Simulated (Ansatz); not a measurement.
Start from `COC(N)(O)F` and change one atom or group to get `COC(N)O`.

Ansatz, PBE0-D4/def2-TZVP geometries, multiplicity 1. Each molecule was computed in one conformer, which needn't be the lowest.

```
                                          property  `COC(N)(O)F`
             LUMO energy (ωB97M-V/def2-TZVPP) / eV          2.52
                 LUMO energy (PBE/def2-TZVPP) / eV          0.30
             HOMO–LUMO gap (B3LYP/def2-TZVPP) / eV          8.64
size of the dipole moment (ωB97M-V/def2-TZVPP) / D          0.96
                 HOMO energy (PBE/def2-TZVPP) / eV         -6.53
              HOMO–LUMO gap (PBE0/def2-TZVPP) / eV          9.29
```

**Question.** What does the change do to each property? (Best estimate.)

**Answer.** Ansatz gave: 
```
                                          property  `COC(N)O`  shift
             LUMO energy (ωB97M-V/def2-TZVPP) / eV       2.64   0.12
                 LUMO energy (PBE/def2-TZVPP) / eV       0.39   0.09
             HOMO–LUMO gap (B3LYP/def2-TZVPP) / eV       8.31  -0.33
size of the dipole moment (ωB97M-V/def2-TZVPP) / D       1.11   0.15
                 HOMO energy (PBE/def2-TZVPP) / eV      -6.11   0.42
              HOMO–LUMO gap (PBE0/def2-TZVPP) / eV       8.93  -0.36
```

With PBE0 the HOMO rises by 0.45 eV and the LUMO rises by 0.09 eV, so the gap narrows by about 0.36 eV. PBE moves the HOMO by 0.42 eV and ωB97M-V by 0.47 eV. Dipoles are sizes alone; their direction can turn.

B3LYP here is the variant with VWN-RPA as its local correlation; programs differ in this.
